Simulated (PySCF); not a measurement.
Run record: K-edge absorption job, `C[Si](C)(C)C`.

Computed with core-valence-separated TDA BHandHLYP/aug-pcX-1 H:pcseg-1 Si:def2-SVPD, K edges, non-relativistic, gas phase (PySCF 2.14.0, density-fitted response routines). Geometry: PBE0-D3(BJ)/def2-SVP. A driver script takes a list of jobs; this job's settings line and coordinates (Å) are shown.

Command:
```bash
OMP_NUM_THREADS=1 python probes_run.py task.json out
```

Input:
```
{"job": {"kind": "xas", "xc": "BHandHLYP", "basis": {"default": "aug-pcX-1", "H": "pcseg-1", "Si": "def2-SVPD"}}, "charge": 0, "multiplicity": 1}
C     -0.720695    -1.185625    -1.277996
Si     0.005424    -0.005142    -0.001478
C      0.242501     1.694297    -0.780127
C     -1.167984     0.132936     1.466480
C      1.669917    -0.664679     0.585630
H     -1.695155    -0.825094    -1.644758
H     -0.874446    -2.188948    -0.849403
H     -0.052791    -1.290705    -2.147922
H      0.673473     2.406005    -0.057824
H     -0.716206     2.109559    -1.129852
H      0.921844     1.643141    -1.646099
H     -2.151104     0.521409     1.155961
H     -1.328824    -0.848747     1.940172
H     -0.765830     0.813583     2.234028
H      1.561914    -1.658031     1.050107
H      2.377355    -0.762619    -0.253385
H      2.124256     0.006798     1.331660
```

Output:
```
coarse grid: 13408 points
cycle   1  E = -448.8628814415  dE =  4.665e-02  |g| = 4.242e-01  |ddm| = 4.209e+00
cycle   2  E = -448.8855089419  dE = -2.263e-02  |g| = 3.172e-01  |ddm| = 6.858e-01
cycle   3  E = -448.9104347315  dE = -2.493e-02  |g| = 2.634e-02  |ddm| = 2.804e-01
cycle   4  E = -448.9106508485  dE = -2.161e-04  |g| = 5.297e-03  |ddm| = 5.903e-02
cycle   5  E = -448.9106589535  dE = -8.105e-06  |g| = 1.192e-03  |ddm| = 9.459e-03
final grid: 121224 points
cycle   6  E = -448.9629421624  dE = -5.055e-05  |g| = 3.330e-03  |ddm| = 2.889e-02
cycle   7  E = -448.9629430118  dE = -8.494e-07  |g| = 2.674e-03  |ddm| = 5.239e-03
cycle   8  E = -448.9629448283  dE = -1.817e-06  |g| = 1.088e-04  |ddm| = 2.290e-03
cycle   9  E = -448.9629448318  dE = -3.520e-09  |g| = 2.630e-05  |ddm| = 2.094e-04
cycle  10  E = -448.9629448321  dE = -2.171e-10  |g| = 8.682e-06  |ddm| = 4.967e-05
converged SCF energy = -448.9629448321

C K edge
   eV          f      from atoms
  284.827   0.00644   C4
  284.828   0.00608   C0
  284.828   0.00644   C2 C3
  284.829   0.00150   C3 C2
  285.650   0.00208   C4 C0 C2
  285.651   0.00136   C4 C0 C3
  285.651   0.00322   C0 C2 C3
  285.652   0.01465   C0 C4
  285.653   0.00247   C2 C3 C4
  285.654   0.07642   C0 C2 C4
  285.654   0.06580   C3 C2
  285.654   0.07723   C3 C2 C0
  286.311   0.00359   C4
  286.311   0.00331   C0
  286.312   0.00346   C2
  286.313   0.00223   C3
  286.634   0.00179   C4
  286.634   0.00191   C0
  286.635   0.00087   C2 C3
  286.635   0.00106   C3 C2 C4
```

The program numbers atoms from 0.

In short: lowest C 1s excitation 284.8 eV; the energies are raw, with no shift to experiment and no relativistic term.

Hardware: x86-64 server, one thread, on a shared host. Cost: 9.5 s of wall time.
Labels such as C1 count atoms from 1, the log's own numbers from 0.
